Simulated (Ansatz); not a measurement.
Species: PH3 (charge 0, singlet). SMILES: P
Geometry: optimised at B3LYP-D3(BJ)/def2-TZVP (Ansatz, a program for electronic structure).

Wanted: atomisation energy, in kcal/mol. Conventions: frozen cores in correlated levels; no dispersion term unless named; 6-31G* and kin with 6d, 5d where marked; LANL2DZ with its own core potentials from Na on; non-relativistic; spin-orbit terms left out; atomisation electronic, to ground-state atoms; open shells spin-unrestricted; 6-311+G** with 5d, 6d on Na to Ar in Ansatz. CBS marks a two-point X^-3 extrapolation of the correlation energy; Hartree-Fock from the larger set. First-principles rows: single points at B3LYP-D3(BJ) geometries (Ansatz).

Coupled cluster (Ansatz) is a level with limits of its own, used here on species with T1 under 0.025 (0.045 for open shells) and stable references: CCSD(T)/CBS(aug-cc-pV(T+d)Z,aug-cc-pV(Q+d)Z).

Value to compare with, CCSD(T)/CBS(aug-cc-pV(T+d)Z,aug-cc-pV(Q+d)Z) (Ansatz): 242.2 kcal/mol.

| level | program | atomisation energy (kcal/mol) | difference |
|---|---|---|---|
| HF/6-31G* | Ansatz | 164.7 | -77.5 |
| PBE/LANL2DZ | Ansatz | 217.8 | -24.4 |
| PBE/6-31G* | Ansatz | 235.1 | -7.1 |
| PBE/6-311+G** | Ansatz | 236.0 | -6.2 |
| B3LYP/6-31+G* | Ansatz | 239.6 | -2.6 |
| B3LYP/6-311+G** | Ansatz | 241.4 | -0.8 |
| MP2/STO-3G | Ansatz | 255.7 | 13.5 |
| MP2/LANL2DZ | Ansatz | 169.0 | -73.2 |
| MP2/6-311+G** | Ansatz | 216.0 | -26.2 |
| B3LYP/def2-TZVPD | Ansatz | 244.5 | 2.3 |
| B3LYP-D3(BJ)/def2-TZVPD | Ansatz + dftd3 | 246.0 | 3.8 |

Among the 9 habitual levels, HF/6-31G* lies farthest from CCSD(T)/CBS(aug-cc-pV(T+d)Z,aug-cc-pV(Q+d)Z) (Ansatz) (-77.5 kcal/mol) and B3LYP/6-311+G** nearest (-0.8); 1 of 9 lie above it, and their mean absolute difference is 25.7 kcal/mol, the median 13.5. One case shows no general order.

The levels are drawn from those run, B3LYP/6-31G* more often than the rest, none by its result; runs whose electronic state is in doubt are left out.
